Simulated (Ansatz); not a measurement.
**C₈H₁₈: a ladder of functionals and wavefunction methods**

The task here is to estimate one member of a computed series from the others.

The runs use Ansatz 0.2.0, Gaussian basis; functionals in def2-TZVPP, the program's frozen cores in correlated methods.

Levels to be run: PBE-D4, r2SCAN-D4, PBE0-D4, B3LYP-D4, ωB97X-V, ωB97M-V, B2PLYP; CCSD(T)/def2-TZVPP; MP2/def2-QZVPP; extrapolation to the limit.

**The geometry**

An earlier PBE0-D4 in a triple-zeta def2 set relaxation fixed the geometry.

SMILES `CCC(C)CC(C)C`, 26 atoms, charge 0, spin multiplicity 1.

Atoms are counted from 1 here; the program's logs count them from 0.

Bond lengths: C1–C2 1.521 Å, C1–H9 1.093 Å, C1–H10 1.092 Å, C1–H11 1.092 Å, C2–C3 1.532 Å, C2–H12 1.096 Å, C2–H13 1.096 Å, C3–C4 1.523 Å, C3–C5 1.527 Å, C3–H14 1.097 Å, C4–H15 1.094 Å, C4–H16 1.092 Å, C4–H17 1.094 Å, C5–C6 1.527 Å, C5–H18 1.099 Å, C5–H19 1.096 Å, C6–C7 1.522 Å, C6–C8 1.522 Å and more. Angles: C2–C1–H9 111.8°, C2–C1–H10 110.6°, C2–C1–H11 112.0°, H9–C1–H10 107.3°, H9–C1–H11 107.7°, H10–C1–H11 107.3°, C1–C2–C3 115.8°, C1–C2–H12 108.9°, C1–C2–H13 109.1°, C3–C2–H12 108.2°, C3–C2–H13 108.4°, H12–C2–H13 106.0°, C2–C3–C4 111.9°, C2–C3–C5 111.4°, C2–C3–H14 105.8°, C4–C3–C5 112.2°, C4–C3–H14 107.5°, C5–C3–H14 107.7° and more.

As a file:

| atom | x (Å) | y (Å) | z (Å) |
| --- | --- | --- | --- |
| C1 | 0.8174 | 2.8779 | -0.1718 |
| C2 | 1.6058 | 1.5834 | -0.3008 |
| C3 | 0.7806 | 0.3270 | -0.5962 |
| C4 | 0.0443 | 0.4315 | -1.9254 |
| C5 | -0.1601 | -0.0066 | 0.5590 |
| C6 | -0.9419 | -1.3139 | 0.4451 |
| C7 | -1.8579 | -1.4759 | 1.6499 |
| C8 | -0.0315 | -2.5248 | 0.3015 |
| H9 | 0.2655 | 3.1095 | -1.0859 |
| H10 | 1.4879 | 3.7178 | 0.0243 |
| H11 | 0.0984 | 2.8382 | 0.6496 |
| H12 | 2.3506 | 1.6996 | -1.0965 |
| H13 | 2.1726 | 1.4157 | 0.6222 |
| H14 | 1.5050 | -0.4918 | -0.6841 |
| H15 | 0.7210 | 0.7480 | -2.7239 |
| H16 | -0.3877 | -0.5266 | -2.2223 |
| H17 | -0.7736 | 1.1558 | -1.8746 |
| H18 | 0.4238 | -0.0359 | 1.4893 |
| H19 | -0.8815 | 0.8102 | 0.6798 |
| H20 | -1.5765 | -1.2578 | -0.4480 |
| H21 | -2.4659 | -2.3807 | 1.5698 |
| H22 | -2.5345 | -0.6234 | 1.7532 |
| H23 | -1.2733 | -1.5494 | 2.5728 |
| H24 | 0.5702 | -2.4839 | -0.6089 |
| H25 | -0.6140 | -3.4492 | 0.2701 |
| H26 | 0.6553 | -2.5944 | 1.1517 |

Set-up of the first run:

in.yaml

```yaml
crystal:
  periodic: [false, false, false]
  atoms:
    - {symbol: C, position_ang: [0.817371, 2.877932, -0.171795]}
    - {symbol: C, position_ang: [1.605839, 1.583414, -0.300818]}
    - {symbol: C, position_ang: [0.780596, 0.326952, -0.596182]}
    - {symbol: C, position_ang: [0.044306, 0.431480, -1.925379]}
    - {symbol: C, position_ang: [-0.160127, -0.006585, 0.559023]}
    - {symbol: C, position_ang: [-0.941879, -1.313855, 0.445088]}
    - {symbol: C, position_ang: [-1.857864, -1.475897, 1.649901]}
    - {symbol: C, position_ang: [-0.031496, -2.524820, 0.301513]}
    - {symbol: H, position_ang: [0.265490, 3.109538, -1.085931]}
    - {symbol: H, position_ang: [1.487928, 3.717757, 0.024278]}
    - {symbol: H, position_ang: [0.098380, 2.838175, 0.649649]}
    - {symbol: H, position_ang: [2.350585, 1.699558, -1.096456]}
    - {symbol: H, position_ang: [2.172558, 1.415668, 0.622204]}
    - {symbol: H, position_ang: [1.505047, -0.491789, -0.684080]}
    - {symbol: H, position_ang: [0.721033, 0.747957, -2.723899]}
    - {symbol: H, position_ang: [-0.387750, -0.526585, -2.222257]}
    - {symbol: H, position_ang: [-0.773649, 1.155759, -1.874569]}
    - {symbol: H, position_ang: [0.423763, -0.035921, 1.489314]}
    - {symbol: H, position_ang: [-0.881471, 0.810230, 0.679756]}
    - {symbol: H, position_ang: [-1.576529, -1.257801, -0.447981]}
    - {symbol: H, position_ang: [-2.465919, -2.380722, 1.569778]}
    - {symbol: H, position_ang: [-2.534504, -0.623448, 1.753207]}
    - {symbol: H, position_ang: [-1.273264, -1.549414, 2.572753]}
    - {symbol: H, position_ang: [0.570245, -2.483946, -0.608935]}
    - {symbol: H, position_ang: [-0.613990, -3.449221, 0.270120]}
    - {symbol: H, position_ang: [0.655312, -2.594426, 1.151709]}
basis:
  gaussian: {orbitals: def2-TZVPP}
hamiltonian: {xc: pbe, dispersion: d4}
output: {forces: true, orbitals: {seedname: orbitals}}
```

Steps of the session up to this table: PBE-D4 (GGA); r2SCAN-D4 (meta-GGA); PBE0-D4 (hybrid); B3LYP-D4 (hybrid); ωB97X-V (range-separated); ωB97M-V (range-separated); B2PLYP (double hybrid); CCSD(T) in def2-TZVPP; MP2 in def2-QZVPP.

One of the session's tables, all rows but one given; the rest of the session is left out.

```
            method  atomisation energy (kcal/mol)
            PBE-D4                         2519.0
         r2SCAN-D4                         2483.9
           PBE0-D4                         2497.0
          B3LYP-D4                         2481.2
           ωB97X-V                         2482.6
           ωB97M-V                         2485.9
            B2PLYP                         2455.3
     HF/def2-TZVPP                         1888.8
    MP2/def2-TZVPP                         2450.0
   CCSD/def2-TZVPP                         2403.7
CCSD(T)/def2-TZVPP                         2431.1
           MP2/CBS                         2498.7
       CCSD(T)/CBS                              ?
```

**Question.** Estimate the row for CCSD(T)/CBS.

As computed: atomisation energy (kcal/mol): 2479.8. In the column «atomisation energy (kcal/mol)» it lies between B2PLYP (2455.3) and B3LYP-D4 (2481.2).
